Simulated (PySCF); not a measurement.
Task: Give a PBE0-D3(BJ)/def2-SVP geometry of `F/C=C/OCF`.

Result: 
```
atom  x, y, z in Å
F1     2.4501    1.0675    0.6303
C2     1.2471    0.6746    0.2085
C3     0.6392   -0.3580    0.8021
O4    -0.5637   -0.8743    0.4888
C5    -1.2430   -0.2988   -0.5729
F6    -2.3774   -0.9939   -0.7402
H7     0.8629    1.2701   -0.6223
H8     1.1189   -0.8783    1.6338
H9    -1.4872    0.7590   -0.3470
H10   -0.6323   -0.3584   -1.4965
```

Orientation and origin are arbitrary. Atoms count from 1 in this order. The C–O distances run from 1.346 Å (C3–O4, drawn single) to 1.386 Å (O4–C5, drawn single), a spread of 0.040 Å. The 6 heavy atoms lie in one plane (0.014 Å rms). Of the pairs four or more bonds apart, C5···H7 is among the closest relative to their van der Waals radii: 2.63 Å, 91 % of the sum of Bondi's values.

Bonds between heavy atoms (Å): F1–C2 1.334, C2=C3 1.337, C3–O4 1.346, O4–C5 1.386, C5–F6 1.341.

Method used: PBE0-D3(BJ)/def2-SVP geometry optimisation, gas phase (PySCF).

No PBE0-D3(BJ)/def2-SVP frequencies stand behind this structure, so it isn't proved a minimum. One conformer, not necessarily the lowest (C2–C3–O4–C5 1°, C3–O4–C5–F6 178°).
